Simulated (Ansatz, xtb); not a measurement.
## Two structures of BFHSi+

We compare I, a singlet given by its coordinates, with II, a singlet given by its coordinates. Both are isolated ions in the gas phase, relaxed with B3LYP-D4/def2-TZVP.

I (Å):

```yaml
atoms:
  - { symbol: B, position_ang: [-0.6217, -0.9531, -1.8998] }
  - { symbol: F, position_ang: [-0.3745, -1.9981, -2.5042] }
  - { symbol: Si, position_ang: [-1.0095, 0.7229, -0.6447] }
  - { symbol: H, position_ang: [-1.2253, 1.4114, -1.9818] }
```

Close contacts (Å): B1–F2 1.23, B1–Si3 2.13, Si3–H4 1.52.

II (Å):

```xyz
4

B     0.3095    0.8312    0.1776
F     0.6591    1.3819   -0.9487
Si   -1.8244    0.6228    0.4665
H     1.0967    0.4667    0.9931
```

Close contacts (Å): B1–F2 1.30, B1–Si3 2.16, B1–H4 1.19.

Q: Which of the two would you expect CCSD(T)/def2-TZVPP electronic energies to favour?

A: Structure I; the calculation gives E(II) − E(I) = +6.9 kcal/mol.

The same difference at several levels:

```tsv
level	geometry	E(II) − E(I) (kcal/mol)	departure from the last row (kcal/mol)	job, with rough time for the two
B3LYP-D4/def2-TZVP	B3LYP-D4/def2-TZVP	+6.5	−0.4	optimisation, 56 s
HF/def2-TZVPP	B3LYP-D4/def2-TZVP	+4.5	−2.5	part of the CCSD(T) run
MP2/def2-TZVPP	B3LYP-D4/def2-TZVP	+6.8	−0.2	part of the CCSD(T) run
CCSD(T)/def2-TZVPP	B3LYP-D4/def2-TZVP	+6.9		single point, 38 s
```

None of the levels shown reverses the order. The largest departure from CCSD(T)/def2-TZVPP is that of HF/def2-TZVPP, 2.5 kcal/mol. Levels run at GFN2-xTB geometries aren't shown.

With harmonic frequencies from B3LYP-D4/def2-TZVP (ideal gas, rigid rotor, one conformer each, 298.15 K, 1 atm): the zero-point term adds +1.6 kcal/mol; ΔH is +8.2 and ΔG +8.4 kcal/mol.

The correlated steps freeze 7 core orbitals. Codes used: Ansatz 0.2.0; the last row on 1 thread of AMD EPYC (Zen 3) on a shared host.
